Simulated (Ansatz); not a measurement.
## doublet F2(+): levels of theory in one basis

```yaml
atoms:
  - { symbol: F, position_ang: [0.0000, 0.0000, 0.0000] }
  - { symbol: F, position_ang: [0.0000, 0.0000, 1.5100] }
```

Basis set: def2-SVP (spherical functions). Correlated methods keep 2 orbitals frozen. Correlation on ROHF uses semicanonical orbitals with singles. Charge 1, multiplicity 2.

Computed with Ansatz (development build ahead of 0.2.0); each method stands on the lowest determinant of its kind that the runs found.

| method | E − E(ROHF) (eV) | <S²> of the determinant |
| --- | --- | --- |
| ROHF | 0.00 | 0.75 |
| UHF | -0.87 | 1.29 |
| ROHF-MP2 | -9.02 | – |
| UHF-MP2 | -8.47 | 1.29 |

Problem. Is a single determinant a sound starting point here?

Solution. It is doubtful. Unrestricted orbitals lower Hartree–Fock by 0.87 eV and <S²> is 1.29 where a pure state has 0.75, a sign of strong static correlation.

Caution: the charge can sit on one fragment and break the point group. Caution for ROHF, ROHF-MP2: an unrestricted determinant lies well below. Caution for UHF, UHF-MP2: the unrestricted determinant is spin contaminated. Caution for ROHF-MP2, UHF-MP2: bonds are stretched, where a single reference can fail.
